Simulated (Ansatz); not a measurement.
Geometry optimisation, RKS r2SCANh-D4/def2-SVP (Ansatz).

Input file:

```yaml
crystal:
  periodic: [false, false, false]
  atoms:
    - { symbol: Al, position_ang: [0.195195, -0.106174, 0.076145] }
    - { symbol: H, position_ang: [0.711457, -0.147979, 1.526895] }
    - { symbol: H, position_ang: [1.68892, 0.20767, -0.116292] }
    - { symbol: O, position_ang: [-1.202721, -0.289557, -0.86311] }
    - { symbol: H, position_ang: [-2.06535, -0.510659, -0.509037] }
basis:
  gaussian: { orbitals: def2-SVP }
hamiltonian:
  xc: r2scanh
  dispersion: d4
relax:
  f_tol: 0.03
  max_steps: 50
output:
  orbitals: {}
```

Run as:

```bash
$ ansatz run input.yaml --threads 1 --pin off --max-ram 2048MiB --backend cpu --events-out ev --progress --plain --runs-dir out
```

Problem. Where does it end, and by what steps?

Solution. It converged. After 5 steps the energy has fallen by 1.134 eV; H2 moved furthest, 0.51 Å.

```
step  energy less start (eV)  largest force component (eV/Å)  accepted
   0                  0.0000                           2.064       yes
   1                 -0.6947                           1.111       yes
   2                 -1.0510                           0.623       yes
   3                 -1.1199                           0.331       yes
   4                 -1.1332                           0.056       yes
   5                 -1.1337                           0.010       yes
```

```xyz
5
Properties=species:S:1:pos:R:3
Al 0.353 -0.088 0.188
H 0.278 -0.258 1.763
H 1.671 0.255 -0.608
O -1.044 -0.275 -0.763
H -1.930 -0.482 -0.466
```

Whether the end is a true minimum wasn't checked by a vibrational analysis.

The run took 7.9 s on 1 thread of Intel(R) Xeon(R) CPU @ 2.60GHz (Ice Lake), with other jobs on the host, peak memory 0.13 GiB.
